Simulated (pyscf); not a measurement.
Elementary routes open to `[Cl][GeH]([Cl])[Cl]` + `[H][H]` in the gas phase (singlet surface):
A. `[Cl][Ge][Cl]` [singlet] + `[ClH]` + `[H][H]` (Cl–Ge, Ge–H, H–H broken; Cl–H, H–H formed)
B. `[Cl][GeH2][Cl]` + `[ClH]` (Cl–Ge, H–H broken; Ge–H, Cl–H formed)

Structures and frequencies: ωB97X-D3(BJ)/def2-SVP in PySCF.

Question: Rank the routes by free-energy barrier at 1200 K, lowest first, for ωB97M-D3(BJ)/def2-TZVP energies (ideal gas, 1 atm, RRHO with modes under 100 cm⁻¹ raised to 100, one conformer, R ln 2 for chiral ones without a mode under 150 cm⁻¹).

Answer: A (368.6 kJ/mol), B (376.9 kJ/mol)

Route A is the fastest of these, ahead of the next by 8.3 kJ/mol. The most stable products are those of A (ΔG = -79.7 kJ/mol), so kinetics and thermodynamics agree. At 298 K A is still the fastest. A: On the product side the descent ends in a complex (not fully relaxed), 30.0 kJ/mol under the separated species and 146.7 kJ/mol under the saddle at ωB97X-D3(BJ)/def2-TZVP. Only these routes are compared; each barrier is that of the saddle found, and lower ones may exist. Elements up to Kr have no core potential and no relativistic terms here.
